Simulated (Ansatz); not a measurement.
Basis-set extrapolation for C₃H₅NO, SMILES `NC1=COC1` (PBE0-D4/def2-TZVP geometry, frozen core, Ansatz). Multiplicity 1, RHF reference.

```json
{"": "HF", "def2-TZVPP": "-245.837129", "def2-QZVPP": "-245.848431"}
{"": "MP2 correlation", "def2-TZVPP": "-0.926075", "def2-QZVPP": "-0.990735"}
{"": "CCSD(T) correlation", "def2-TZVPP": "-0.991588", "def2-QZVPP": "not run"}
```

Energies in hartree. Use E(X) = E(∞) + A·exp(−7.88·√X) for Hartree–Fock and E(X) = E(∞) + B·X^(−2.97) for correlation, with X = 3 and 4, and add CCSD(T) minus MP2 of the smaller set to the MP2 limit.

Problem. What is the CCSD(T) energy at the basis-set limit?

Solution. HF limit: -245.848431 + (-0.011302) × 0.13774 = -245.84999. MP2 limit: -0.990735 + (-0.064660) × 0.74074 = -1.03863. Higher-order term: -0.991588 − (-0.926075) = -0.06551. Total: -246.95413 hartree, 329.3 kJ/mol below CCSD(T)/def2-TZVPP.
